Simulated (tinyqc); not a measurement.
Inside a calculation (part 2 of 2). Method: RHF in the sto-6g basis, for H2O, spin multiplicity 1. Computed by tinyqc, a small Python program that keeps every step (integrals from PySCF). Command: `OMP_NUM_THREADS=1 python tinyqc.py 29953 29954 out.jsonl` (the two numbers bound the seeds that draw the settings). One thread of a shared host (Intel(R) Xeon(R) Processor @ 2.60GHz), about 0.1 s of CPU time with the checks.

Geometry (angstrom):
```
atom       x        y       z
O     0.0000   0.0000  0.0000
H     0.0000   0.7350  0.6080
H     0.0000  -0.7350  0.6080
```

## Iteration 27 (converged): orbitals

converged F (hartree):
```
           1O 1s    1O 2s   1O 2px   1O 2py   1O 2pz    2H 1s    3H 1s
1O 1s   -20.5054  -4.9649   0.0000   0.0000  -0.0294  -1.2080  -1.2080
1O 2s    -4.9649  -2.3477   0.0000   0.0000  -0.1335  -1.0203  -1.0203
1O 2px    0.0000   0.0000  -0.4004   0.0000   0.0000   0.0000   0.0000
1O 2py    0.0000   0.0000   0.0000  -0.3266   0.0000  -0.3880   0.3880
1O 2pz   -0.0294  -0.1335   0.0000   0.0000  -0.3654  -0.3833  -0.3833
2H 1s    -1.2080  -1.0203   0.0000  -0.3880  -0.3833  -0.5880  -0.4148
3H 1s    -1.2080  -1.0203   0.0000   0.3880  -0.3833  -0.4148  -0.5880
```

X:
```
          1O 1s    1O 2s  1O 2px   1O 2py   1O 2pz    2H 1s    3H 1s
1O 1s    1.0228  -0.1388  0.0000   0.0000  -0.0098   0.0199   0.0199
1O 2s   -0.1388   1.2496  0.0000   0.0000   0.1177  -0.2983  -0.2983
1O 2px   0.0000   0.0000  1.0000   0.0000   0.0000   0.0000   0.0000
1O 2py   0.0000   0.0000  0.0000   1.1098   0.0000  -0.2288   0.2288
1O 2pz  -0.0098   0.1177  0.0000   0.0000   1.0606  -0.1540  -0.1540
2H 1s    0.0199  -0.2983  0.0000  -0.2288  -0.1540   1.2152  -0.0967
3H 1s    0.0199  -0.2983  0.0000   0.2288  -0.1540  -0.0967   1.2152
```

Diagonalise F' = X^T F X, C = X C', fill 5 alpha and 5 beta electrons from the bottom; D = 2 C_occ C_occ^T. Each column has its largest component positive (the first on a tie).

F' = X^T F X (hartree):
```
          1        2        3        4        5        6        7
1  -20.1758  -2.5059   0.0000   0.0000  -0.0467  -0.2141  -0.2141
2   -2.5059  -1.1856   0.0000   0.0000   0.1186  -0.5178  -0.5178
3    0.0000   0.0000  -0.4004   0.0000   0.0000   0.0000   0.0000
4    0.0000   0.0000   0.0000  -0.0263   0.0000  -0.4707   0.4707
5   -0.0467   0.1186   0.0000   0.0000  -0.1972  -0.3436  -0.3436
6   -0.2141  -0.5178   0.0000  -0.4707  -0.3436   0.0198  -0.1139
7   -0.2141  -0.5178   0.0000   0.4707  -0.3436  -0.1139   0.0198
```

orbital energies (hartree): MO1 -20.5086, MO2 -1.2824, MO3 -0.6167, MO4 -0.4686, MO5 -0.4004, MO6 0.6070, MO7 0.7241

coefficients C:
```
            MO1      MO2      MO3      MO4     MO5      MO6      MO7
1O 1s    0.9966  -0.2213   0.0000   0.0980  0.0000  -0.1203   0.0000
1O 2s    0.0160   0.8356   0.0000  -0.5458  0.0000   0.8812   0.0000
1O 2px   0.0000   0.0000   0.0000   0.0000  1.0000   0.0000   0.0000
1O 2py   0.0000   0.0000   0.6155   0.0000  0.0000   0.0000   0.9785
1O 2pz   0.0033   0.1352   0.0000   0.7670  0.0000   0.7613   0.0000
2H 1s   -0.0038   0.1540   0.4444   0.2809  0.0000  -0.7975  -0.8458
3H 1s   -0.0038   0.1540  -0.4444   0.2809  0.0000  -0.7975   0.8458
```

D after iteration 27:
```
          1O 1s    1O 2s  1O 2px   1O 2py   1O 2pz    2H 1s    3H 1s
1O 1s    2.1038  -0.4450  0.0000   0.0000   0.0972  -0.0207  -0.0207
1O 2s   -0.4450   1.9926  0.0000   0.0000  -0.6112  -0.0493  -0.0493
1O 2px   0.0000   0.0000  2.0000   0.0000   0.0000   0.0000   0.0000
1O 2py   0.0000   0.0000  0.0000   0.7577   0.0000   0.5471  -0.5471
1O 2pz   0.0972  -0.6112  0.0000   0.0000   1.2132   0.4726   0.4726
2H 1s   -0.0207  -0.0493  0.0000   0.5471   0.4726   0.6003  -0.1897
3H 1s   -0.0207  -0.0493  0.0000  -0.5471   0.4726  -0.1897   0.6003
```

## Convergence

Stop when the energy changes by less than 1e-08 hartree and every element of the error matrix X^T (F D S - S D F) X is below 3e-05.

Course of the cycle:
```
iteration  E (hartree)     change  largest element of the error matrix
1           -75.373958          -                             4.22e-01
2           -75.503502  -1.30e-01                             2.27e-01
3           -75.582555  -7.91e-02                             1.15e-01
4           -75.627737  -4.52e-02                             5.81e-02
5           -75.652480  -2.47e-02                             2.91e-02
6           -75.665437  -1.30e-02                             1.46e-02
7           -75.672063  -6.63e-03                             7.30e-03
8           -75.675412  -3.35e-03                             3.65e-03
9           -75.677096  -1.68e-03                             1.83e-03
10          -75.677940  -8.44e-04                             9.14e-04
11          -75.678362  -4.23e-04                             4.57e-04
12          -75.678573  -2.11e-04                             2.28e-04
13          -75.678679  -1.06e-04                             1.14e-04
14          -75.678732  -5.29e-05                             5.71e-05
15          -75.678758  -2.64e-05                             2.86e-05
16          -75.678772  -1.32e-05                             1.43e-05
17          -75.678778  -6.61e-06                             7.14e-06
18          -75.678782  -3.31e-06                             3.57e-06
19          -75.678783  -1.65e-06                             1.78e-06
20          -75.678784  -8.26e-07                             8.92e-07
21          -75.678784  -4.13e-07                             4.46e-07
22          -75.678785  -2.07e-07                             2.23e-07
23          -75.678785  -1.03e-07                             1.12e-07
24          -75.678785  -5.16e-08                             5.58e-08
25          -75.678785  -2.58e-08                             2.79e-08
26          -75.678785  -1.29e-08                             1.39e-08
27          -75.678785  -6.46e-09                             6.97e-09
```

PySCF RHF in the same basis = -75.678785 hartree

Converged in 27 iterations.

## Populations, bond orders and dipole

overlap S:
```
         1O 1s   1O 2s  1O 2px   1O 2py  1O 2pz   2H 1s    3H 1s
1O 1s   1.0000  0.2311  0.0000   0.0000  0.0000  0.0559   0.0559
1O 2s   0.2311  1.0000  0.0000   0.0000  0.0000  0.4790   0.4790
1O 2px  0.0000  0.0000  1.0000   0.0000  0.0000  0.0000   0.0000
1O 2py  0.0000  0.0000  0.0000   1.0000  0.0000  0.3035  -0.3035
1O 2pz  0.0000  0.0000  0.0000   0.0000  1.0000  0.2510   0.2510
2H 1s   0.0559  0.4790  0.0000   0.3035  0.2510  1.0000   0.2681
3H 1s   0.0559  0.4790  0.0000  -0.3035  0.2510  0.2681   1.0000
```

Mulliken: Z minus the diagonal of D S on the atom; Loewdin: the same with S^(1/2) D S^(1/2); Mayer order: 2 sum_s sum (D(s) S)_ij (D(s) S)_ji over the two atoms.

Charges (e):
```
atom  Mulliken  Loewdin
1O     -0.3814  -0.2652
2H      0.1907   0.1326
3H      0.1907   0.1326
```

Mayer bond orders:
```
pair   order
2-1   0.9535
3-1   0.9535
3-2   0.0102
```

dipole moment about the origin, x y z (debye): 0.0000  0.0000  1.7913
